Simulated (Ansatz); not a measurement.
A plane-wave DFT run in Ansatz 0.2.0 (scalar-relativistic PAW potentials unless the input names others): input and command.

```yaml
crystal:
  lattice:
    - [4.7276984762, -2.7295379879, 5.1384824027]
    - [0.0, 5.4590759758, 5.1384824027]
    - [-4.7276984762, -2.7295379879, 5.1384824027]
  atoms:
    - { symbol: Ga, position: [0.6108769884, 0.2775436551, 0.6108769884] }
    - { symbol: Ga, position: [0.2775436551, 0.6108769884, 0.6108769884] }
    - { symbol: Ga, position: [0.9442103218, 0.2775436551, 0.2775436551] }
    - { symbol: Ga, position: [0.2775436551, 0.2775436551, 0.9442103218] }
    - { symbol: Ga, position: [0.6108769884, 0.6108769884, 0.2775436551] }
    - { symbol: Ga, position: [0.9442103218, 0.9442103218, 0.6108769884] }
    - { symbol: Ga, position: [0.2775436551, 0.9442103218, 0.2775436551] }
    - { symbol: Ga, position: [0.9442103218, 0.6108769884, 0.9442103218] }
    - { symbol: Ga, position: [0.6108769884, 0.9442103218, 0.9442103218] }
    - { symbol: Ga, position: [0.5553214329, 0.5553214329, 0.8886547662] }
    - { symbol: Ga, position: [0.2219880995, 0.8886547662, 0.8886547662] }
    - { symbol: Ga, position: [0.8886547662, 0.5553214329, 0.5553214329] }
    - { symbol: Ga, position: [0.2219880995, 0.5553214329, 0.2219880995] }
    - { symbol: Ga, position: [0.5553214329, 0.8886547662, 0.5553214329] }
    - { symbol: Ga, position: [0.8886547662, 0.2219880995, 0.8886547662] }
    - { symbol: Ga, position: [0.2219880995, 0.2219880995, 0.5553214329] }
    - { symbol: Ga, position: [0.8886547662, 0.8886547662, 0.2219880995] }
    - { symbol: Ga, position: [0.5553214329, 0.2219880995, 0.2219880995] }
    - { symbol: "N", position: [0.7363452338, 0.4030119005, 0.7363452338] }
    - { symbol: "N", position: [0.4030119005, 0.7363452338, 0.7363452338] }
    - { symbol: "N", position: [0.0696785671, 0.4030119005, 0.4030119005] }
    - { symbol: "N", position: [0.4030119005, 0.4030119005, 0.0696785671] }
    - { symbol: "N", position: [0.7363452338, 0.7363452338, 0.4030119005] }
    - { symbol: "N", position: [0.0696785671, 0.0696785671, 0.7363452338] }
    - { symbol: "N", position: [0.4030119005, 0.0696785671, 0.4030119005] }
    - { symbol: "N", position: [0.0696785671, 0.7363452338, 0.0696785671] }
    - { symbol: "N", position: [0.7363452338, 0.0696785671, 0.0696785671] }
    - { symbol: "N", position: [0.3474563449, 0.3474563449, 0.6807896782] }
    - { symbol: "N", position: [0.0141230116, 0.6807896782, 0.6807896782] }
    - { symbol: "N", position: [0.6807896782, 0.3474563449, 0.3474563449] }
    - { symbol: "N", position: [0.0141230116, 0.3474563449, 0.0141230116] }
    - { symbol: "N", position: [0.3474563449, 0.6807896782, 0.3474563449] }
    - { symbol: "N", position: [0.6807896782, 0.0141230116, 0.6807896782] }
    - { symbol: "N", position: [0.0141230116, 0.0141230116, 0.3474563449] }
    - { symbol: "N", position: [0.6807896782, 0.6807896782, 0.0141230116] }
    - { symbol: "N", position: [0.3474563449, 0.0141230116, 0.0141230116] }
basis:
  ecutwfc: 420
  xc_grid: 2
kpoints:
  mp_grid: { grid: [2, 2, 2], shift: [0.5, 0.5, 0.5] }
hamiltonian:
  xc: lda
  hubbard: { sites: [{ species: "N", l: p, u_eff: 20.0 }] }
scf:
  occupations: { method: gaussian, width: 0.01 }
  max_iter: 75
output:
  forces: true
  eigenvalues: true
  stress: true
```

```bash
ansatz run input.yaml --threads 4 --pin off --max-ram 8192MiB --backend cpu --events-out ev --progress --plain --runs-dir out
```

Abridged log:
```
Ga: projections on atomic orbitals take those of the free atom [Ar] 3d10 4s2 4p1, of charge +0.00 (hamiltonian.pseudopotentials.projection_atoms); the dataset's partial waves leave at most 1.1e-6 of an orbital's norm unspanned inside its sphere
N: projections on atomic orbitals take those of the free atom [He] 2s2 2p3, of charge +0.00 (hamiltonian.pseudopotentials.projection_atoms); the dataset's partial waves leave at most 9.3e-9 of an orbital's norm unspanned inside its sphere
Pseudopotentials: kind: paw
Pseudopotential: Ga, paw, valence charge 13, recommended cutoff 420 eV (normal)
Pseudopotential: N, paw, valence charge 5, recommended cutoff 420 eV (normal)
Functional definition: SPW92
Crystal: 36 atoms, lattice volume = 397.855 Å³
Basis set: ecut = 420 eV, 7793 PW (Γ), exchange–correlation on 108×108×108 points (8 copies of the dense FFT grid, shifted against one another)
Bands: 198, of which v1, the nominal top of the filled ones, is band 162 counted from 1 (161 counted from 0)
Symmetry: 54 space group operations
Space group: P63mc (ITA 186), of the structure as read, at distance tolerance 7.4e-5 Å
k-points: 2 of 8 (time reversal used)
Initial density: superposition of atomic densities (chi_scale 0.1, normalization cell, long waves of neutral atoms under a Hubbard term (reshape's long-wave potential 0.00 eV rms, cloud 1.93 Å wide))
Initial wavefunctions: pseudopotential atomic-orbital guess
Functional: x = slater, c = lda
SCF iter   1: F=—  HF=-73219.515149 eV  |F-HF|=—  |Δ(HF+E_count)|=         —  Δρ=9.99e-2  dr2=3.88e1  ethr=3.10e-3  ⟨swp⟩=6.0  Hψ=1324  notcnv=0  defer=2
SCF iter   2: F=—  HF=-73266.020666 eV  |F-HF|=—  |Δ(HF+E_count)|=    4.65e1  Δρ=7.04e-2  dr2=2.19e1  ethr=3.10e-3  ⟨swp⟩=2.0  Hψ=791  notcnv=0  defer=59
SCF iter   3: F=—  HF=-73282.940448 eV  |F-HF|=—  |Δ(HF+E_count)|=    1.69e1  Δρ=2.80e-2  dr2=1.81e0  ethr=3.10e-3  ⟨swp⟩=3.5  Hψ=955  notcnv=0  defer=63
SCF iter   4: F=—  HF=-73283.043347 eV  |F-HF|=—  |Δ(HF+E_count)|=   1.03e-1  Δρ=9.39e-3  dr2=2.02e-1  ethr=5.59e-4  ⟨swp⟩=3.0  Hψ=732  notcnv=0  defer=63
SCF iter   5: F=—  HF=-73283.031084 eV  |F-HF|=—  |Δ(HF+E_count)|=   1.23e-2  Δρ=3.86e-3  dr2=7.37e-2  ethr=6.24e-5  ⟨swp⟩=3.5  Hψ=739  notcnv=0  defer=59
SCF iter   6: F=—  HF=-73283.025073 eV  |F-HF|=—  |Δ(HF+E_count)|=   6.01e-3  Δρ=8.13e-4  dr2=3.12e-3  ethr=2.28e-5  ⟨swp⟩=2.5  Hψ=521  notcnv=0  defer=59
SCF iter   7: F=—  HF=-73283.025998 eV  |F-HF|=—  |Δ(HF+E_count)|=   9.24e-4  Δρ=1.89e-4  dr2=1.54e-4  ethr=9.63e-7  ⟨swp⟩=2.0  Hψ=491  notcnv=0  defer=59
SCF iter   8: F=—  HF=-73283.025997 eV  |F-HF|=—  |Δ(HF+E_count)|=   8.17e-7  Δρ=3.05e-5  dr2=3.18e-6  ethr=4.75e-8  ⟨swp⟩=2.5  Hψ=661  notcnv=0  defer=59
SCF iter   9: F=—  HF=-73283.025406 eV  |F-HF|=—  |Δ(HF+E_count)|=   5.91e-4  Δρ=4.13e-6  dr2=6.15e-8  ethr=3.09e-11  ⟨swp⟩=10.0  Hψ=2113  notcnv=0
SCF iter  10: F=-73283.025406 eV  HF=-73283.025406 eV  |F-HF|=5.46e-8  |Δ(HF+E_count)|=   1.83e-8  Δρ=2.56e-6  dr2=1.52e-8  ethr=1.90e-11  ⟨swp⟩=2.5  Hψ=1357  notcnv=0
SCF 1 converged in 10 iterations: F = -73283.025406 eV  dr2 = 1.52e-8
SCF converged after 10 iterations
Free energy (F): -73283.025406 eV
Harris-Foulkes:  -73283.025406 eV  (|F-HF|=5.46e-8)
Internal energy: -73283.025406 eV  (E = F + TS)
E sigma→0 (E₀):  -73283.025406 eV
Fermi energy:    9.630970 eV
--- Forces (eV/Å), atoms counted from 1 ---
  atom   1  Ga     0.00000000     0.00000000    -0.11052452
  atom   2  Ga     0.00000000     0.00000000    -0.11052452
  atom   3  Ga     0.00000000     0.00000000    -0.11052452
  atom   4  Ga     0.00000000     0.00000000    -0.11052452
  atom   5  Ga     0.00000000     0.00000000    -0.11052452
  atom   6  Ga     0.00000000     0.00000000    -0.11052452
  atom   7  Ga     0.00000000     0.00000000    -0.11052452
  atom   8  Ga     0.00000000     0.00000000    -0.11052452
  atom   9  Ga     0.00000000     0.00000000    -0.11052452
  atom  10  Ga     0.00000000     0.00000000    -0.11075798
  atom  11  Ga     0.00000000     0.00000000    -0.11075798
  atom  12  Ga     0.00000000     0.00000000    -0.11075798
  atom  13  Ga     0.00000000     0.00000000    -0.11075798
  atom  14  Ga     0.00000000     0.00000000    -0.11075798
  atom  15  Ga     0.00000000     0.00000000    -0.11075798
  atom  16  Ga     0.00000000     0.00000000    -0.11075798
  atom  17  Ga     0.00000000     0.00000000    -0.11075798
  atom  18  Ga     0.00000000     0.00000000    -0.11075798
  atom  19  N      0.00000000     0.00000000     0.11059258
  atom  20  N      0.00000000     0.00000000     0.11059258
  atom  21  N      0.00000000     0.00000000     0.11059258
  atom  22  N      0.00000000     0.00000000     0.11059258
  atom  23  N      0.00000000     0.00000000     0.11059258
  atom  24  N      0.00000000     0.00000000     0.11059258
  atom  25  N      0.00000000     0.00000000     0.11059258
  atom  26  N      0.00000000     0.00000000     0.11059258
  atom  27  N      0.00000000     0.00000000     0.11059258
  atom  28  N      0.00000000     0.00000000     0.11069960
  atom  29  N      0.00000000     0.00000000     0.11069960
  atom  30  N      0.00000000     0.00000000     0.11069960
  atom  31  N      0.00000000     0.00000000     0.11069960
  atom  32  N      0.00000000     0.00000000     0.11069960
  atom  33  N      0.00000000     0.00000000     0.11069960
  atom  34  N      0.00000000     0.00000000     0.11069960
  atom  35  N      0.00000000     0.00000000     0.11069960
  atom  36  N      0.00000000     0.00000000     0.11069960
--- Stress (GPa, compression-positive) ---
      -20.834171       0.000000       0.000000
        0.000000     -20.834171       0.000000
        0.000000       0.000000     -24.688599
  P = ⅓ Tr σ = -22.1190 GPa (-221.190 kbar)
Occupation matrices written to <dir>
```

What should be changed?

The fault is an enormous or negative U (hamiltonian.hubbard: not typed → {"sites": [{"species": "N", "l": "p", "u_eff": 20.0}]}, the first being the value of the sound run). Setting it back cures it. The run converged all the same, with an energy at zero smearing 5.4 eV/atom above the reference's (the Hamiltonian itself differs), pressure -22.12 GPa, largest force 0.111 eV/Å, gap on the mesh 7.74 eV, so convergence alone doesn't show that an input is right. A reference run from the same start on usual settings converged with pressure 0.01 GPa, largest force 0.002 eV/Å, gap on the mesh 3.45 eV.

Time: 20 s on 4 threads of AMD EPYC (Zen 3) (shared host), peak memory 1.1 GiB.